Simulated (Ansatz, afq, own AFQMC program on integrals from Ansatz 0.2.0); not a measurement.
Where AFQMC and coupled cluster stand for Sn⁺, doublet

A free Sn cation.

Basis def2-TZVPP with its core potentials. Noble-gas cores (and the filled d shells of Ga–Kr and In–Xe) are frozen. AFQMC by an in-house program on the Cholesky factors that Ansatz 0.2.0 writes for its CCSD(T) run. ph-AFQMC/CISD is guided by a CISD state made of CCSD amplitudes; releasing the constraint for a short imaginary time cuts its bias at the price of noise, slowly where states lie close. Free projection: walkers drawn from exp(T), propagated without any constraint. Its projection time is finite, and what remains of the start isn't in its error. ± is one standard error of the sampling. No spin–orbit coupling.

Determinant: UHF, the one that the program's search chose, which needn't be the lowest solution.

Full CI on the same integrals is exact in this basis and with this determinant's frozen core.

Cautions: no spin-orbit coupling; inner d shell frozen.

The T1 diagnostic is 0.0102. The weight of the determinant in the CISD state is 0.955 and the ⟨S²⟩ of the determinant is 0.761. The size of the correlated space is 3 electrons in 41 orbitals.

Reference: full CI, correlation energy -1.221 eV. The released energy is read at 2.40 1/Eh (meV from the phaseless value at times in 1/Eh: -0.3 ± 1.4 at 0.24, -1.9 ± 1.4 at 0.51, -2.7 ± 1.3 at 0.99, -2.0 ± 1.2 at 1.62, -3.4 ± 1.8 at 2.40).

```
         level  E − E(reference) (mEh)  share of correlation (%)
            HF                   44.88                      0.00
           MP2                   12.65                     71.81
          CCSD                    0.87                     98.06
       CCSD(T)                    0.22                     99.51
 ph-AFQMC/CISD             0.06 ± 0.05                     99.88
released AFQMC            -0.07 ± 0.07                    100.15
    free AFQMC             0.00 ± 0.04                    100.00
```

Free projections are given only where their last times agree within the noise and don't stop above the reference; a slow remainder of the start can still hide under it. A walk keeps the symmetry of its determinant, which the program's search chose and which needn't be the lowest solution, so a lower state of the same spin and another symmetry isn't excluded. Released energies are given only where the last usable release times agree within the noise; a slower fall can still hide under it.
